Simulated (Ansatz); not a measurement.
Basis-set series for `OC(O)O`. The species carries charge 0 and has multiplicity 1. All single points use the PBE0-D4/def2-TZVP geometry. It is one conformer, not always the lowest.

| functional | basis | functions | energy (Eh) | HOMO (eV) | LUMO (eV) |
| --- | --- | --- | --- | --- | --- |
| PBE0-D4 | def2-SVP | 76 | -265.70332 | -8.34 | 1.82 |
| PBE0-D4 | def2-QZVPP | 348 | -266.04168 | -8.72 | 0.53 |
| ωB97M-V | def2-SVP | 76 | -265.89239 | -10.79 | 3.45 |
| ωB97M-V | def2-QZVPP | 348 | -266.23886 | -11.19 | 1.68 |

(1) Give the rows for def2-TZVPP. (Estimate.)

Results:

(1) Ansatz gave: 
```tsv
functional	basis	functions	energy (Eh)	HOMO (eV)	LUMO (eV)
PBE0-D4	def2-TZVPP	180	-266.02654	-8.64	1.05
ωB97M-V	def2-TZVPP	180	-266.22412	-11.11	2.46
```

Positive LUMOs are unbound and depend on the basis.
